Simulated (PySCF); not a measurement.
Geometry:
| atom | x (Å) | y (Å) | z (Å) |
| --- | --- | --- | --- |
| C1 | 1.694 | -0.366 | -0.087 |
| C2 | 0.532 | -0.101 | 0.018 |
| C3 | -0.888 | 0.209 | 0.095 |
| F4 | -1.226 | 1.185 | -0.784 |
| F5 | -1.644 | -0.873 | -0.221 |
| H6 | 2.717 | -0.593 | -0.155 |
| H7 | -1.182 | 0.544 | 1.106 |

[PySCF 2.14: PBE0/pcSseg-1 with gauge-including orbitals; J: B3LYP/pcJ-1; coordinates at the GFN2-xTB level; non-relativistic Hamiltonian; one computed conformer; isolated molecule; fast rotation and ring inversion assumed for equivalent nuclei]

**Question.** List the cross peaks expected in HSQC, COSY and HMBC spectra.

**Answer.** 

HSQC (one-bond C–H):
```tsv
δH	δC	¹J(C,H) (Hz)
6.51 (H7)	109.6 (C3)	192
2.24 (H6)	85.4 (C1)	271
```

COSY cross peaks (|J| ≥ 2 Hz):
```tsv
δH	δH	abs. J (Hz)	bonds
6.51 (H7)	2.24 (H6)	2.1	4
```

HMBC (two and three bonds, |J| ≥ 2.5 Hz):
```tsv
δH	δC [abs. J in Hz]
6.51 (H7)	85.4 (C1) [4.4], 80.2 (C2) [3.9]
2.24 (H6)	109.6 (C3) [3.9], 80.2 (C2) [52.9]
```

Scale: ¹H and ¹³C against TMS (reference shieldings calculated alike).

Common functionals overestimate the size of one-bond C–F couplings by tens of Hz; these are unscaled. Shifts are as computed. Against solution values, carbons near 30 ppm lie about +3 ppm off and those near 130 ppm about +5 ppm. Of 1211 compounds with measured shifts, 218 miss one by over three times the rms of a fit or turn the order of signals round; such compounds aren't used in these exercises.
